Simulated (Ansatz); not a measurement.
Molecular dynamics of CH8Si2

Input file:

```yaml
crystal:
  periodic: [false, false, false]
  atoms:
    - { symbol: Si, position_ang: [-0.037363, 0.069228, 0.036281] }
    - { symbol: C, position_ang: [-0.048171, -0.125591, 1.907526] }
    - { symbol: H, position_ang: [-1.071302, -0.124101, 2.293479] }
    - { symbol: H, position_ang: [0.424757, -1.066104, 2.203398] }
    - { symbol: H, position_ang: [0.496292, 0.693031, 2.386272] }
    - { symbol: Si, position_ang: [2.157822, 0.063768, -0.793061] }
    - { symbol: H, position_ang: [2.829767, -1.217741, -0.459621] }
    - { symbol: H, position_ang: [2.174398, 0.234316, -2.266755] }
    - { symbol: H, position_ang: [2.939949, 1.168409, -0.182256] }
    - { symbol: H, position_ang: [-0.694471, 1.344102, -0.350334] }
    - { symbol: H, position_ang: [-0.794478, -1.039317, -0.599729] }
basis:
  gaussian: { orbitals: def2-SVP }
hamiltonian:
  xc: { name: BHLYP }
  dispersion: d4
md:
  timestep: 2.0
  n_steps: 40
  ensemble: nvt_nose_hoover
  temperature: 700.0
  initial_velocities: maxwell_boltzmann
  seed: 729550
```

Command:

```bash
$ ansatz run input.yaml --threads 2 --pin off --max-ram 3072MiB --backend cpu --events-out ev --progress --plain --runs-dir out
```

It starts from a relaxed structure.

Output, in part (step lines, the closing report, with atoms numbered from 0):

```
md step     0: t =     0.00 fs  T =   700.0 K  F+E_penalty+E_count = -16916.33542307 eV  E_kin = 0.814338 eV  conserved = -16915.52108508 eV  (20 SCF iters)
[... lines left out ...]
Total energy: -16915.88868681 eV, -621.6474432392 hartree
Atom 0 at    -0.037237     0.186652     0.071207 Å, force     0.168898     0.696458    -0.189380 eV/Å
Atom 1 at    -0.110538    -0.311872     1.884251 Å, force     2.343699    -0.064809    -0.418659 eV/Å
Atom 2 at    -1.067977    -0.472991     2.250856 Å, force    -2.199617    -0.703438     0.490011 eV/Å
Atom 3 at     0.523558    -1.207993     2.038549 Å, force    -0.451999     0.316032     0.093030 eV/Å
Atom 4 at     0.268958     0.473859     2.545632 Å, force     0.362037     0.103033    -0.297458 eV/Å
Atom 5 at     2.186995     0.026814    -0.820346 Å, force    -0.859170     1.575687     0.015368 eV/Å
Atom 6 at     3.056158     0.001521     0.376205 Å, force     0.331711     0.357844    -0.076612 eV/Å
Atom 7 at     2.595866    -1.131490    -1.616464 Å, force    -0.203732    -0.270383    -0.291096 eV/Å
Atom 8 at     2.207685     1.335352    -1.687523 Å, force     0.504639    -1.118069     0.714598 eV/Å
Atom 9 at    -0.526662     1.657083     0.021788 Å, force     0.337050    -1.018042    -0.270064 eV/Å
Atom 10 at    -0.825860    -0.685159    -0.840167 Å, force    -0.333517     0.125687     0.230263 eV/Å
Dipole moment:    -0.034131    -0.091185     0.145932 e Å
```

The steps, from the saved trajectory:

```json
{"time (fs)": "0", "T (K)": "700", "potential energy less start (eV)": "0.000", "conserved less start (meV/atom)": "0.00"}
{"time (fs)": "2", "T (K)": "479", "potential energy less start (eV)": "0.322", "conserved less start (meV/atom)": "5.92"}
{"time (fs)": "4", "T (K)": "393", "potential energy less start (eV)": "0.429", "conserved less start (meV/atom)": "6.53"}
{"time (fs)": "6", "T (K)": "505", "potential energy less start (eV)": "0.240", "conserved less start (meV/atom)": "1.17"}
{"time (fs)": "8", "T (K)": "370", "potential energy less start (eV)": "0.454", "conserved less start (meV/atom)": "6.29"}
{"time (fs)": "10", "T (K)": "276", "potential energy less start (eV)": "0.548", "conserved less start (meV/atom)": "4.83"}
{"time (fs)": "12", "T (K)": "281", "potential energy less start (eV)": "0.562", "conserved less start (meV/atom)": "6.53"}
{"time (fs)": "14", "T (K)": "434", "potential energy less start (eV)": "0.342", "conserved less start (meV/atom)": "2.78"}
{"time (fs)": "16", "T (K)": "363", "potential energy less start (eV)": "0.427", "conserved less start (meV/atom)": "2.81"}
{"time (fs)": "18", "T (K)": "243", "potential energy less start (eV)": "0.638", "conserved less start (meV/atom)": "9.22"}
{"time (fs)": "20", "T (K)": "456", "potential energy less start (eV)": "0.302", "conserved less start (meV/atom)": "1.08"}
{"time (fs)": "22", "T (K)": "399", "potential energy less start (eV)": "0.410", "conserved less start (meV/atom)": "4.68"}
{"time (fs)": "24", "T (K)": "261", "potential energy less start (eV)": "0.589", "conserved less start (meV/atom)": "6.31"}
{"time (fs)": "26", "T (K)": "271", "potential energy less start (eV)": "0.567", "conserved less start (meV/atom)": "5.20"}
{"time (fs)": "28", "T (K)": "379", "potential energy less start (eV)": "0.443", "conserved less start (meV/atom)": "5.16"}
{"time (fs)": "30", "T (K)": "416", "potential energy less start (eV)": "0.372", "conserved less start (meV/atom)": "2.42"}
{"time (fs)": "32", "T (K)": "310", "potential energy less start (eV)": "0.564", "conserved less start (meV/atom)": "8.38"}
{"time (fs)": "34", "T (K)": "475", "potential energy less start (eV)": "0.319", "conserved less start (meV/atom)": "3.23"}
{"time (fs)": "36", "T (K)": "506", "potential energy less start (eV)": "0.279", "conserved less start (meV/atom)": "2.59"}
{"time (fs)": "38", "T (K)": "314", "potential energy less start (eV)": "0.558", "conserved less start (meV/atom)": "7.32"}
{"time (fs)": "40", "T (K)": "314", "potential energy less start (eV)": "0.547", "conserved less start (meV/atom)": "6.10"}
{"time (fs)": "42", "T (K)": "448", "potential energy less start (eV)": "0.377", "conserved less start (meV/atom)": "4.53"}
{"time (fs)": "44", "T (K)": "494", "potential energy less start (eV)": "0.311", "conserved less start (meV/atom)": "3.00"}
{"time (fs)": "46", "T (K)": "352", "potential energy less start (eV)": "0.525", "conserved less start (meV/atom)": "7.02"}
{"time (fs)": "48", "T (K)": "414", "potential energy less start (eV)": "0.437", "conserved less start (meV/atom)": "5.22"}
{"time (fs)": "50", "T (K)": "537", "potential energy less start (eV)": "0.277", "conserved less start (meV/atom)": "3.18"}
{"time (fs)": "52", "T (K)": "408", "potential energy less start (eV)": "0.462", "conserved less start (meV/atom)": "5.88"}
{"time (fs)": "54", "T (K)": "324", "potential energy less start (eV)": "0.578", "conserved less start (meV/atom)": "7.17"}
{"time (fs)": "56", "T (K)": "402", "potential energy less start (eV)": "0.462", "conserved less start (meV/atom)": "4.45"}
{"time (fs)": "58", "T (K)": "399", "potential energy less start (eV)": "0.464", "conserved less start (meV/atom)": "3.87"}
{"time (fs)": "60", "T (K)": "236", "potential energy less start (eV)": "0.686", "conserved less start (meV/atom)": "6.52"}
{"time (fs)": "62", "T (K)": "212", "potential energy less start (eV)": "0.727", "conserved less start (meV/atom)": "7.32"}
{"time (fs)": "64", "T (K)": "387", "potential energy less start (eV)": "0.488", "conserved less start (meV/atom)": "3.85"}
{"time (fs)": "66", "T (K)": "391", "potential energy less start (eV)": "0.502", "conserved less start (meV/atom)": "4.96"}
{"time (fs)": "68", "T (K)": "301", "potential energy less start (eV)": "0.636", "conserved less start (meV/atom)": "7.12"}
{"time (fs)": "70", "T (K)": "390", "potential energy less start (eV)": "0.533", "conserved less start (meV/atom)": "6.67"}
{"time (fs)": "72", "T (K)": "517", "potential energy less start (eV)": "0.362", "conserved less start (meV/atom)": "3.93"}
{"time (fs)": "74", "T (K)": "429", "potential energy less start (eV)": "0.497", "conserved less start (meV/atom)": "6.08"}
{"time (fs)": "76", "T (K)": "385", "potential energy less start (eV)": "0.577", "conserved less start (meV/atom)": "8.17"}
{"time (fs)": "78", "T (K)": "519", "potential energy less start (eV)": "0.377", "conserved less start (meV/atom)": "3.44"}
{"time (fs)": "80", "T (K)": "488", "potential energy less start (eV)": "0.447", "conserved less start (meV/atom)": "5.67"}
```

All steps were run. The conserved energy wandered by up to 9.2 meV per atom (net 5.7 meV per atom), which is poor conservation. The mean temperature of the second half is 43 % below the set value. A step of 2 fs is long for free X–H stretches (periods near 10 fs) and can bias their spread and the temperature. A run of 0.08 ps of so small a system gives no equilibrium averages.

The same pairs are bonded in the first frame and the last. Pairs count as bonded within 1.25 times the sum of covalent radii (0.12 Å more for H–H).

Last frame:

```xyz
11
Properties=species:S:1:pos:R:3
Si -0.037 0.187 0.071
C -0.111 -0.312 1.884
H -1.068 -0.473 2.251
H 0.524 -1.208 2.038
H 0.269 0.474 2.546
Si 2.187 0.027 -0.820
H 3.056 0.002 0.376
H 2.596 -1.131 -1.617
H 2.208 1.335 -1.688
H -0.527 1.657 0.022
H -0.826 -0.685 -0.840
```

The run took 62 s on 2 threads of Arm Neoverse V2 (shared host), peak memory 0.17 GiB.
